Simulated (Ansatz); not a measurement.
Candidates: wurtzite GaN, zinc-blende ZnSe, wurtzite CdSe, zinc-blende CdS (metastable phase), cubic BN, zinc-blende AlP. Level: HSE06 (Ansatz, a program for electronic structure, plane waves, PAW).

Ansatz's runs of these crystals have no spin polarisation.

Free atoms are spin-polarised, in the lowest state found; at levels without +SOC their spin–orbit coupling is left out. Each level is taken at its own relaxed cell. Ansatz's density-functional and Hartree–Fock values are scalar-relativistic unless marked +SOC, with PAW data made under PBE.

Which of them have a computed cohesive energy between 3.4 and 5.6 eV/atom?

wurtzite GaN, zinc-blende AlP. The values: wurtzite GaN 4.34 eV/atom; zinc-blende ZnSe 2.66 eV/atom; wurtzite CdSe 2.39 eV/atom; zinc-blende CdS (metastable phase) 2.63 eV/atom; cubic BN 6.85 eV/atom; zinc-blende AlP 4.12 eV/atom.
